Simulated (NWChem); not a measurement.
System: BF3; SMILES FB(F)F

NWChem printed, in part:

```
             Northwest Computational Chemistry Package (NWChem) 7.3.0
             --------------------------------------------------------

 C3H symmetry detected

                             Geometry "geometry" -> ""
                             -------------------------

 Output coordinates in angstroms (scale by  1.889725989 to convert to a.u.)

  No.       Tag          Charge          X              Y              Z
 ---- ---------------- ---------- -------------- -------------- --------------
    1 B                    5.0000     0.00000000     0.00000000    -0.00000000
    2 F                    9.0000    -0.34582951    -1.26392197     0.00000000
    3 F                    9.0000    -0.92167378     0.93145812     0.00000000
    4 F                    9.0000     1.26750328     0.33246384     0.00000000

 Effective nuclear repulsion energy (a.u.)     111.1741609369

      Symmetry information
      --------------------

 Group name             C3h
 Group number             22
 Group order               6
 No. of unique centers     2

                                Z-matrix (autoz)
                                --------

 Units are Angstrom for bonds and degrees for angles

      Type          Name      I     J     K     L     M      Value
      ----------- --------  ----- ----- ----- ----- ----- ----------
    1 Stretch                  1     2                       1.31038
    2 Stretch                  1     3                       1.31038
    3 Stretch                  1     4                       1.31038
    4 Bend                     2     1     3               120.00000
    5 Bend                     2     1     4               120.00000
    6 Bend                     3     1     4               120.00000
    7 Torsion                  2     1     3     4         180.00000
    8 Torsion                  2     1     4     3        -180.00000
    9 Torsion                  3     1     2     4        -180.00000
   10 Torsion                  2     4     1     3         180.00000
   11 Torsion                  3     2     1     4         180.00000
   12 Torsion                  2     3     1     4        -180.00000

                           NWChem Geometry Optimization
                           ----------------------------

[...]

      ----------------------
      Optimization converged
      ----------------------

  Step       Energy      Delta E   Gmax     Grms     Xrms     Xmax
  ---- ---------------- -------- -------- -------- -------- --------
@    2    -324.27811474 -1.3D-07  0.00001  0.00001  0.00015  0.00029
                                     ok       ok       ok       ok

                                Z-matrix (autoz)
                                --------

 Units are Angstrom for bonds and degrees for angles

      Type          Name      I     J     K     L     M      Value     Gradient
      ----------- --------  ----- ----- ----- ----- ----- ---------- ----------
    1 Stretch                  1     2                       1.32575   -0.00001
    2 Stretch                  1     3                       1.32575   -0.00001
    3 Stretch                  1     4                       1.32575   -0.00001
    4 Bend                     2     1     3               120.00000   -0.00000
    5 Bend                     2     1     4               120.00000   -0.00000
    6 Bend                     3     1     4               120.00000    0.00000
    7 Torsion                  2     1     3     4         180.00000    0.00000
    8 Torsion                  2     1     4     3        -180.00000   -0.00000
    9 Torsion                  3     1     2     4        -180.00000   -0.00000
   10 Torsion                  2     4     1     3         180.00000    0.00000
   11 Torsion                  3     2     1     4         180.00000    0.00000
   12 Torsion                  2     3     1     4        -180.00000   -0.00000

                         Geometry "geometry" -> "geometry"
                         ---------------------------------

[...]

 Rotational Constants
 --------------------
 A=   0.336563 cm-1  (  0.484228 K)
 B=   0.336563 cm-1  (  0.484228 K)
 C=   0.168281 cm-1  (  0.242114 K)

 Temperature                      =   298.15K
 frequency scaling parameter      =   1.0000

 Zero-Point correction to Energy  =    7.610 kcal/mol  (  0.012128 au)
 Thermal correction to Energy     =    9.828 kcal/mol  (  0.015662 au)
 Thermal correction to Enthalpy   =   10.420 kcal/mol  (  0.016606 au)

 Total Entropy                    =   62.349 cal/mol-K
   - Translational                =   38.551 cal/mol-K (mol. weight =  68.0045)
   - Rotational                   =   21.759 cal/mol-K (symmetry #  =        3)
   - Vibrational                  =    2.038 cal/mol-K

 Cv (constant volume heat capacity) =   10.251 cal/mol-K
   - Translational                  =    2.979 cal/mol-K
   - Rotational                     =    2.979 cal/mol-K
   - Vibrational                    =    4.293 cal/mol-K

[normal modes left out]

 ----------------------------------------------------------------------------
 Normal Eigenvalue ||           Projected Infra Red Intensities
  Mode   [cm**-1]  || [atomic units] [(debye/angs)**2] [(KM/mol)] [arbitrary]
 ------ ---------- || -------------- ----------------- ---------- -----------
    1       -0.000 ||    0.000000           0.000         0.000       0.000
    2       -0.000 ||    0.000000           0.000         0.000       0.000
    3        0.000 ||    0.000000           0.000         0.000       0.000
    4        0.000 ||    0.000000           0.000         0.000       0.000
    5        0.000 ||    0.000000           0.000         0.000       0.000
    6        0.000 ||    0.000000           0.000         0.000       0.000
    7      467.451 ||    0.009875           0.228         9.627       1.378
    8      467.451 ||    0.009876           0.228         9.627       1.378
    9      662.902 ||    0.080148           1.849        78.132      11.185
   10      857.606 ||    0.000000           0.000         0.000       0.000
   11     1435.317 ||    0.380003           8.767       370.446      53.031
   12     1435.318 ||    0.379975           8.766       370.419      53.027
 ----------------------------------------------------------------------------
```

Level: BLYP/def2-SVP. The printed entropy takes a lower symmetry number than the molecule has.

**Question.** Which NWChem input produces such a log?

**Answer.** This is not unique; one that fits is the input that was run:
```
start job
memory heap 200 mb stack 900 mb global 1100 mb
geometry units angstroms
  B      0.000000     0.000000    -0.002277
  F     -0.345830    -1.263922     0.000339
  F     -0.921674     0.931458     0.000339
  F      1.267503     0.332464     0.000339
end
basis spherical
  * library def2-svp
end
dft
  xc becke88 lyp
  iterations 150
end
driver
  maxiter 120
end
task dft optimize
task dft freq
```
